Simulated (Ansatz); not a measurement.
# Si₂H₄+ (doublet): energies up the ladder

The task, for Si₂H₄+ (doublet): energies up the ladder. Charge +1. Spin multiplicity 2.

Program: Ansatz 0.2.0. Level of theory: the levels named in each step. These are calculated values, not measurements.

## 1. The structure to begin with

Bond lengths: Si1–Si2 2.379 Å, Si1–H3 1.476 Å, Si2–H4 1.460 Å, Si2–H5 1.472 Å, Si2–H6 1.470 Å. Angles: Si1–Si2–H4 107.2°, Si1–Si2–H5 99.8°, Si1–Si2–H6 106.6°, H4–Si2–H5 114.2°, H4–Si2–H6 113.5°, H5–Si2–H6 114.1°, Si2–Si1–H3 148.3°.

As a file:

```xyz
6

Si    1.1873   -0.2940   -0.0963
Si   -1.1206    0.2567    0.0809
H     2.5916    0.0886    0.1481
H    -1.4140    0.4380    1.4993
H    -1.7119   -0.9553   -0.5081
H    -1.3237    1.4726   -0.7200
```

## 2. A rough first relaxation, PBE-D4/def2-SVP

File input.yaml:

```yaml
crystal:
  periodic: [false, false, false]
  atoms:
    - { symbol: Si, position_ang: [1.18728, -0.29397, -0.09632] }
    - { symbol: Si, position_ang: [-1.12058, 0.25669, 0.08089] }
    - { symbol: H, position_ang: [2.59157, 0.08857, 0.14807] }
    - { symbol: H, position_ang: [-1.414, 0.43805, 1.49927] }
    - { symbol: H, position_ang: [-1.71194, -0.95525, -0.50814] }
    - { symbol: H, position_ang: [-1.32373, 1.47258, -0.71996] }
magnetization:
  spin_polarized: true
  initial_magnetization: 1
total_charge: 1
basis:
  gaussian: { orbitals: def2-SVP }
hamiltonian:
  xc: pbe
  dispersion: d4
relax:
  f_tol: 0.03
  max_steps: 200
```

Launch:

```
$ ansatz run input.yaml --threads 4 --pin off --max-ram 10240MiB --backend cpu --events-out ev --progress --plain --runs-dir out
```

Further steps of the session: Relaxation, PBE0-D4/def2-TZVPP; Frequencies, PBE0-D4/def2-TZVPP; Single point, PBE-D4/def2-TZVPP; Single point, r2SCAN-D4/def2-TZVPP; Single point, B3LYP-D4/def2-TZVPP; Single point, wB97M-V/def2-TZVPP; Single point, B2PLYP/def2-TZVPP; Single point, LDA/def2-TZVPP; Single point, PBE0-D4/def2-SVP; Single point, PBE-D4/def2-SVP; Single point, CCSD(T)/def2-TZVPP; Single point, CCSD(T)/def2-QZVPP.

Q: Predict the outcome of this session. Wanted: Si1–Si2 at PBE0-D4/def2-TZVPP; frequencies at PBE0-D4/def2-TZVPP; energy at CCSD(T)/CBS.

As calculated:

```
                         quantity            value
    Si1–Si2 at PBE0-D4/def2-TZVPP          2.395 Å
frequencies at PBE0-D4/def2-TZVPP  73 to 2307 cm⁻¹
            energy at CCSD(T)/CBS    -15786.989 eV
```

No mode is imaginary, so the geometry is a minimum. These totals serve in differences with atoms or fragments at the same level; alone they don't rank the methods.
